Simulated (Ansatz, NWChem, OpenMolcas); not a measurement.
**NaLi (lithium sodium): methods side by side**

NaLi has 2 atoms, charge 0, and is taken as a singlet. SMILES: `[Li][Na]`. The bond length is the measured one.

```xyz
2

Li    0.0000    0.0000    0.0000
Na    0.0000    0.0000    2.8100
```

Quantity: the dipole moment, in D. The values are calculated.

```
            level                    kind     program  value (D)  CPU time
    SVWN5/cc-pVTZ                     LDA      NWChem       0.17      12 s
     BLYP/cc-pVTZ                     GGA  OpenMolcas       0.09     8.4 s
      PBE/cc-pVTZ                     GGA      Ansatz       0.18     1.4 s
    M06-L/cc-pVTZ                meta-GGA  OpenMolcas       0.82     9.5 s
     TPSS/cc-pVTZ                meta-GGA  OpenMolcas       0.66     8.9 s
     PBE0/cc-pVTZ           global hybrid      NWChem       0.34      11 s
CAM-B3LYP/cc-pVTZ  range-separated hybrid      NWChem       0.07      17 s
    wB97X/cc-pVTZ  range-separated hybrid      NWChem       0.23      34 s
```

The values span 0.07 to 0.82 D. Magnitudes only: a small dipole may point the other way at some levels. Times are those of the runs behind each value, whatever else they computed, on shared processors of several kinds: orders of magnitude only.
